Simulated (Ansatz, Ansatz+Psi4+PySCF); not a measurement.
```xyz
9

C     0.0000   -0.4146   -0.3535
C     0.0000   -0.4345    1.1567
O     0.0000    0.9232   -0.7809
H    -0.8892   -0.9616   -0.7300
H     0.8892   -0.9616   -0.7300
H     0.0000   -1.4668    1.5374
H     0.8896    0.0825    1.5468
H    -0.8896    0.0825    1.5468
H     0.0000    0.9341   -1.7424
```

Basis set: cc-pVTZ (spherical functions). Left uncorrelated: 3 orbitals. Charge 0, multiplicity 1.

Computed with Ansatz (development build ahead of 0.2.0); each method stands on the lowest determinant of its kind that the runs found. Restricted open shells among the atoms or ions are ROHF, correlated in semicanonical orbitals with singles.

The atomization energy at this shape (free ground-state atoms in the same class of orbitals less the molecule, no zero-point energy) of singlet C2H6O:

```
method  atomization energy
   RHF            26.23 eV
```

What does RHF-MP2 give?

34.63 eV.
